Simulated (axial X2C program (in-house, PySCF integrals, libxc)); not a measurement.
## Which molecule has these constants?

All values come from calculations with an in-house relativistic program for diatomic molecules, spin-free (one-electron X2C) or two-component (2c: spin–orbit coupling with atomic mean-field Coulomb and Gaunt terms, which also bring small scalar terms), in Dyall basis sets with cores contracted in-house; open shells are unrestricted.

A two-component PBE0 calculation in a Dyall 3-zeta basis gave Re = 2.226 Å, ωe = 507.7 cm⁻¹, De = 3.06 eV, Ω = 1.

Question: Which molecule is it?
A. PS⁺
B. NaP⁺
C. AlP⁺
D. SiP⁺
E. MgP⁺

Answer: D. The others have MgP⁺ 2.440 Å and 359.9 cm⁻¹ (Ω = 1); NaP⁺ 3.032 Å and 132.0 cm⁻¹ (Ω = 3/2); PS⁺ 1.826 Å and 887.3 cm⁻¹ (Ω = 0); AlP⁺ 2.477 Å and 258.7 cm⁻¹ (Ω = 3/2).

Each entry is the lowest single determinant of a limited PBE0 search at one distance. De goes to single-determinant-based atoms at the same level (for ions the charge split of lowest energy) and is withheld (n/a) where an atom does not fit its ground term or J level. Main or longest-lived isotopes. One determinant is a doubtful description, or other states lie close, for SiP⁺, MgP⁺, NaP⁺, AlP⁺; these need not be ground states, and all values refer to the states named. Some open-shell Ω = 0 determinants are out of reach, so the Ω given for SiP⁺, MgP⁺ need not be the lowest component. With several unpaired electrons the Ω given is that of one determinant, not necessarily of the lowest component. Some light 2c atoms are not at their ground J level, so De misses part of their lowering (0.04 eV or less). The functionals have no current term, which raises determinants with orbital currents.
